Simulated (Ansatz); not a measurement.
Cost and result for the atomization energy of C3H5N (`CC1=CN1`) (9 atoms, 9 bonds).

```xyz
9

C     0.248   -0.807    0.980
C     0.001    0.190   -0.054
C     0.077    1.300   -0.670
N    -0.987    0.355   -1.169
H    -0.691   -1.041    1.492
H     0.617   -1.738    0.540
H     0.975   -0.448    1.709
H     0.375    2.318   -0.836
H    -0.614   -0.127   -1.993
```

The species carries charge 0 and has multiplicity 1. The structure was optimised at the PBE0-D4/def2-TZVP level. Program: Ansatz. All runs use 2 threads of an Intel Xeon on a shared host. Times are those of one run each, without the atoms' runs, and a repeat can differ threefold. Electronic energies, without spin–orbit coupling; frozen cores. CCSD(T)/CBS adds CCSD(T) − MP2 in def2-TZVPP to the MP2 limit, and its time is that of the two runs behind it. T1 = 0.011; the RHF reference is unstable towards UHF. B3LYP takes the VWN-RPA correlation (the form of Gaussian; ORCA's B3LYP/G). HSE06 is the plane-wave form, built on full-range PBE exchange.

CCSD(T)/CBS is a level of theory with its own doubt, some kJ/mol a heavy atom from the limit and from the frozen cores, so smaller differences don't rank the functionals.

```csv
level,functions,wall time
LDA (SPW92)/def2-TZVPP,194,5.6 s
revPBE-D4/def2-TZVPP,194,8 s
BLYP-D4/def2-TZVPP,194,9.1 s
HSE06-D4/def2-TZVPP,194,11 s
CAM-B3LYP-D4/def2-TZVPP,194,12 s
CCSD(T)/def2-SVP,81,14 s
B3LYP-D4/def2-TZVPP (with forces),194,15 s
B97M-V/def2-TZVPP,194,20 s
ωB97X-V/def2-TZVPP,194,23 s
ωB97M-V/def2-TZVPP (with forces),194,26 s
MP2/def2-QZVPP,378,48 s
CCSD(T)/def2-TZVPP,194,100 s
CCSD(T)/CBS(def2),–,2.5 min
```

(1) What atomization energy does each give, and how far from CCSD(T)/CBS? (Best estimate.)

Results:

(1) Ansatz gave: 
| level | atomization (kJ/mol) | difference from CCSD(T)/CBS | per bond |
| --- | --- | --- | --- |
| LDA (SPW92)/def2-TZVPP | 4086.7 | 593.1 | 65.9 |
| revPBE-D4/def2-TZVPP | 3541.5 | 47.9 | 5.3 |
| BLYP-D4/def2-TZVPP | 3530.4 | 36.8 | 4.1 |
| HSE06-D4/def2-TZVPP | 3548.5 | 54.9 | 6.1 |
| CAM-B3LYP-D4/def2-TZVPP | 3519.5 | 25.9 | 2.9 |
| CCSD(T)/def2-SVP | 3315.8 | -177.8 | -19.8 |
| B3LYP-D4/def2-TZVPP (with forces) | 3514.0 | 20.4 | 2.3 |
| B97M-V/def2-TZVPP | 3510.6 | 17.0 | 1.9 |
| ωB97X-V/def2-TZVPP | 3510.0 | 16.4 | 1.8 |
| ωB97M-V/def2-TZVPP (with forces) | 3516.8 | 23.2 | 2.6 |
| MP2/def2-QZVPP | 3524.1 | 30.5 | 3.4 |
| CCSD(T)/def2-TZVPP | 3393.3 | -100.3 | -11.1 |
| CCSD(T)/CBS(def2) | 3493.6 | 0.0 | 0.0 |

From PBE to PBE0 (25 % exact exchange), in def2-TZVPP and without D4, the atomization energy moves by −93.0 kJ/mol: exact exchange takes away binding that semilocal exchange gives to molecules. The D4 term adds +20.6 kJ/mol with B3LYP and +10.7 kJ/mol with PBE0; it sums over pairs of atoms, weighted by their polarisabilities, and B3LYP, whose exchange is more repulsive, gets the larger term. Leaving LDA and LC-ωPBE aside and taking each functional with its dispersion term where it has one, the values, not all of them listed here, spread over 269.4 kJ/mol, from BHLYP-D4 to PBE-D4. LDA lies +459.2 kJ/mol from PBE without D4, its usual overbinding.
